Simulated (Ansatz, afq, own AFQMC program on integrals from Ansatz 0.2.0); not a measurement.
Where AFQMC and coupled cluster stand for SiHBr, triplet

```yaml
atoms:
  - { symbol: Br, position_ang: [0.0000, 0.0000, -1.6789] }
  - { symbol: H, position_ang: [0.0000, 0.0000, -0.2583] }
  - { symbol: Si, position_ang: [0.0000, 0.0000, 1.9371] }
```

Connectivity, by distances: BrH ··· Si.

Basis cc-pVTZ. Only valence electrons are correlated. Integrals, coupled cluster, full CI and functionals: Ansatz 0.2.0; the random walks run on the same integrals in our own AFQMC program. ph-AFQMC/CISD is guided by a CISD state made of CCSD amplitudes; releasing the constraint for a short imaginary time cuts its bias at the price of noise, slowly where states lie close. Error bars are statistical, one sigma. No spin–orbit coupling.

Determinant: UHF, the one that the program's search chose, which needn't be the lowest solution. The geometry is a point of a scan.

No full CI on the walks' own integrals is used here; CCSDT(Q) serves as the reference and is uncertain by about the last step of the cluster series.

Cautions: no relativity below Rb; no spin-orbit coupling; inner d shell frozen; lower spins were not checked; the released energies are still falling, so no released level is given (meV from the phaseless value at times in 1/Eh: -2 ± 4 at 0.24, -7 ± 3 at 0.51, -7 ± 3 at 0.99, -11 ± 5 at 1.62, -20 ± 6 at 2.40), though the last usable value meets CCSDT(Q) within the noise.

```
T1 diagnostic                               : 0.0097
weight of the determinant in the CISD state : 0.862
⟨S²⟩ of the determinant                     : 2.018
size of the correlated space                : 12 electrons in 72 orbitals
```

Reference: CCSDT(Q), correlation energy -7.751 eV.

```
        level  E − E(reference) (meV)  share of correlation (%)
           HF                  7751.5                      0.00
          MP2                  1271.4                     83.60
         CCSD                   317.3                     95.91
      CCSD(T)                    44.5                     99.43
        CCSDT                    10.8                     99.86
ph-AFQMC/CISD              15.9 ± 4.3                     99.79
```

A walk keeps the symmetry of its determinant, which the program's search chose and which needn't be the lowest solution, so a lower state of the same spin and another symmetry isn't excluded.
